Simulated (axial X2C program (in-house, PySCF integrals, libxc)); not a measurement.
## AlCl⁻: properties at the nuclei

Calculated with an in-house all-electron X2C program for linear molecules (integrals from PySCF): two-component X2C with atomic mean-field Coulomb and Gaunt terms, Gaussian nuclei, basis Cl dyall-av3z, Al dyall-av3z with contracted cores.

R = 2.284 Å (near the PBE0 minimum at charge -1 of the determinant lowest at the starting distance; the state shown can have its own minimum elsewhere).

Determinant lowest in the PBE0 search, Ω = 1/2 (⟨Sz⟩ = -0.50, ⟨Lz⟩ = 1.00 at PBE0), spin on the atoms Cl 0.03, Al -0.53:

```csv
level,Eeff magnitude (GV/cm),Ws magnitude Cl (kHz),Ws magnitude Al (kHz),A∥/gI Cl (MHz),qzz Cl (a.u.),A∥/gI Al (MHz),qzz Al (a.u.)
PBE0,0.0098,9.16e-05,0.00748,75.2,0.78,246,-0.33
HF,0.0151,0.00416,0.0154,42.8,0.76,261,-0.39
B3LYP,0.00535,0.000306,0.00435,72.4,0.74,201,-0.36
PBE50,0.0102,0.00142,0.00911,67.3,0.80,259,-0.30
LDA,0.00746,0.00352,0.00223,94.4,0.75,203,-0.35
```

Determinant 0.01 eV from it at PBE0 and this distance, Ω = 3/2 (⟨Sz⟩ = 0.50, ⟨Lz⟩ = 1.00 at PBE0), spin on the atoms Cl -0.03, Al 0.53:

| level | Eeff magnitude (GV/cm) | Ws magnitude Cl (kHz) | Ws magnitude Al (kHz) | A∥/gI Cl (MHz) | qzz Cl (a.u.) | A∥/gI Al (MHz) | qzz Al (a.u.) |
| --- | --- | --- | --- | --- | --- | --- | --- |
| PBE0 | 0.0102 | 3.75e-05 | 0.00255 | 20.4 | 0.78 | 13 | -0.33 |
| HF | 0.0197 | 0.00106 | 0.00602 | 22.6 | 0.77 | -4.78 | -0.39 |
| B3LYP | 0.0057 | 3.37e-05 | 0.00148 | 18.8 | 0.74 | 24.8 | -0.36 |
| PBE50 | 0.0109 | 0.000379 | 0.00313 | 21.5 | 0.80 | 15 | -0.30 |
| LDA | 0.00771 | 0.00121 | 0.000782 | 18.7 | 0.75 | 25 | -0.35 |

Eeff is the effective electric field on the electron electric dipole moment in this Ω state and Ws the scalar–pseudoscalar constant of the nucleus named (defined with the proton number Z and per Ω); A∥ (defined per Ω) follows by multiplying with gI = μI/(I μN); qzz is the electric field gradient, eQq0 = 234.96 MHz × Q/barn × qzz. The operators were transformed with the bare-nucleus X2C matrices; with these basis sets, hyperfine constants and field gradients can be off by tens of per cent, and where levels differ in sign neither size nor sign is settled.

Task: With Q(35Cl) = -0.08112 barn, gI(27Al) = 1.4566, Q(27Al) = 0.1466 barn (g factors from the IAEA table of nuclear moments by Stone; Q from Pyykkö, Mol. Phys. 2018), turn the PBE0 values of the first state into constants in MHz.

Result: eQq0(35Cl) = 234.96 × (-0.08112) × (0.78) = -14.9 MHz; A∥(27Al) = 246 × 1.4566 = 358 MHz; eQq0(27Al) = 234.96 × (0.1466) × (-0.33) = -11.4 MHz.

Each state is one determinant with collinear spin. Unrestricted Hartree–Fock can overshoot spin polarisation at the nuclei. For an anion, determinants above electron detachment, or with a positive highest level, are held by the basis set. Where Eeff spreads by more than a factor of two the levels disagree and none is to be relied on. The search compared states at one distance, so a state with another bond length can lie lower. The sign of Ws at Cl differs between levels in the first state. The sign of Ws at Cl differs between levels in the second state. Further determinants of the search, some of them spin-mixed, are not shown. Where a field gradient or hyperfine factor spreads by more than a factor of two over the levels, a constant derived from it is not to be relied on. PBE0 term energies can be off by some tenths of an eV.
